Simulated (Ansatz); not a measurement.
Worked example: the enthalpy of formation of C2H4S (thiirane)

C2H4S: 7 atoms, total charge 0, spin state singlet. SMILES: `C1CS1`. The shape is that of a PBE0-D4/def2-TZVP optimisation.

Total energies at SVWN5/aug-cc-pVDZ (Ansatz 0.2.0); the atoms run unrestricted:

| species | state | energy (Eh) |
| --- | --- | --- |
| C2H4S | singlet | -474.681614 |
| C | triplet | -37.460433 |
| S | triplet | -396.719601 |
| H | doublet | -0.478010 |

Harmonic wavenumbers at PBE0-D4/def2-TZVP, in cm⁻¹: 667, 717, 835, 902, 963, 1043, 1075, 1159, 1190, 1464, 1490, 3140, 3141, 3222, 3236.

Measured heats of formation of the gaseous atoms at 298.15 K, in kJ/mol: C 716.9, S 277.0, H 218.0. Spin-orbit lowering of the atoms at 298 K (mean of the ground term's levels less their thermal mean, from spectra), in kJ/mol: C 0.02, S 1.88. Take 1 Eh = 2625.50 kJ/mol, 1 cm⁻¹ = 0.0119627 kJ/mol, RT = 2.479 kJ/mol.

Task: Work out the heat of formation of the gas at 298 K.

Result: 
1. Electronic atomisation energy: 2 × (-37.460433) + (-396.719601) + 4 × (-0.478010) − (-474.681614) = 1.129107 Eh = 2964.5 kJ/mol.
2. Zero-point energy: half the sum of the wavenumbers, 12122 cm⁻¹ = 145.0 kJ/mol.
3. Thermal vibrational enthalpy, Σ hcν̃/(exp(hcν̃/kT) − 1): 1.3 kJ/mol. Translation, rotation and pV of a non-linear molecule: 4 RT = 9.9 kJ/mol.
4. The 7 free atoms carry 5/2 RT each: 43.4 kJ/mol.
5. Spin-orbit coupling lowers the free atoms by 2 × 0.02 + 1.88 = 1.9 kJ/mol.
6. Atomisation enthalpy at 298 K: 2964.5 − 1.9 − 145.0 − 1.3 − 9.9 + 43.4 = 2849.8 kJ/mol.
7. Sum of the atoms' heats of formation: 2582.8 kJ/mol. Heat of formation: 2582.8 − 2849.8 = -267.0 kJ/mol.

The tabulated value is +82.0 kJ/mol (CRC Handbook of Chemistry and Physics), so this level is off by -349.0 kJ/mol, or 14.0 % of the atomisation enthalpy that the table implies (2500.7 kJ/mol). The LDA overbinds, which puts heats of formation too low. Anharmonicity and any spin-orbit splitting of the molecule are left out.
